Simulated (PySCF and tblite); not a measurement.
Values are calculated unless marked as measured or tabulated.
Barrier and rate of a rotation

System: C₄H₆S, numbered as in [CH2:1]=[C:2]([CH3:3])[CH:4]=[S:5].

Motion: rotation about the C2–C4 bond (torsion C1–C2–C4–S5 from -180° to 0°, rising). Geometries: B3LYP-D3(BJ)/def2-SVP; energies: PBE0/pcSseg-1 + D3(BJ); zero-point and thermal terms from GFN2-xTB harmonic modes (soft modes blended into free rotors). Rates follow Eyring's equation with the number of equivalent paths and no tunnelling. Run with tblite and PySCF.

| point | symmetry | E(GFN2) kcal/mol | E(DFT) kcal/mol | ZPE change kcal/mol | lowest mode cm⁻¹ | dipole D |
| --- | --- | --- | --- | --- | --- | --- |
| start | Cs | 0.0 | 0.0 | 0.00 | 108 | 2.85 |
| saddle | C1 | 7.1 | 9.6 | -0.48 | 129i | 2.14 |
| end | Cs | 0.9 | 3.7 | -0.05 | 90 | 2.82 |

```
Electronic barrier                                      : 9.6 kcal/mol
Barrier with zero-point energy                          : 9.1 kcal/mol
ΔH‡ (298 K)                                             : 8.8 kcal/mol
ΔS‡ (298 K, symmetry apart)                             : -2.3 cal/(mol K)
Paths                                                   : 2 equivalent paths
End point                                               : a different minimum
Mean lifetime of the start against this motion at 298 K : 700 ns
Cost                                                    : 90 s on 1 thread of AMD EPYC 7B13 (shared host) (rough), peak memory 0.59 GiB, launched as `OMP_NUM_THREADS=1 python ens_run.py task.json out`
```

```json
{"T/K": "150", "ΔG‡ kcal/mol": "9.2", "k s⁻¹": "0.21", "ΔG kcal/mol": "3.6", "k back s⁻¹": "4×10⁴"}
{"T/K": "200", "ΔG‡ kcal/mol": "9.3", "k s⁻¹": "556", "ΔG kcal/mol": "3.6", "k back s⁻¹": "5×10⁶"}
{"T/K": "250", "ΔG‡ kcal/mol": "9.4", "k s⁻¹": "6.5×10⁴", "ΔG kcal/mol": "3.6", "k back s⁻¹": "9.4×10⁷"}
{"T/K": "298", "ΔG‡ kcal/mol": "9.5", "k s⁻¹": "1.4×10⁶", "ΔG kcal/mol": "3.6", "k back s⁻¹": "6.3×10⁸"}
{"T/K": "350", "ΔG‡ kcal/mol": "9.6", "k s⁻¹": "1.5×10⁷", "ΔG kcal/mol": "3.6", "k back s⁻¹": "2.8×10⁹"}
{"T/K": "400", "ΔG‡ kcal/mol": "9.7", "k s⁻¹": "8.6×10⁷", "ΔG kcal/mol": "3.6", "k back s⁻¹": "8.1×10⁹"}
{"T/K": "500", "ΔG‡ kcal/mol": "9.9", "k s⁻¹": "9.8×10⁸", "ΔG kcal/mol": "3.6", "k back s⁻¹": "3.7×10¹⁰"}
```

ΔG and ΔG‡ leave out symmetry numbers and mirror images; rates count paths: 2 out, 2 back.
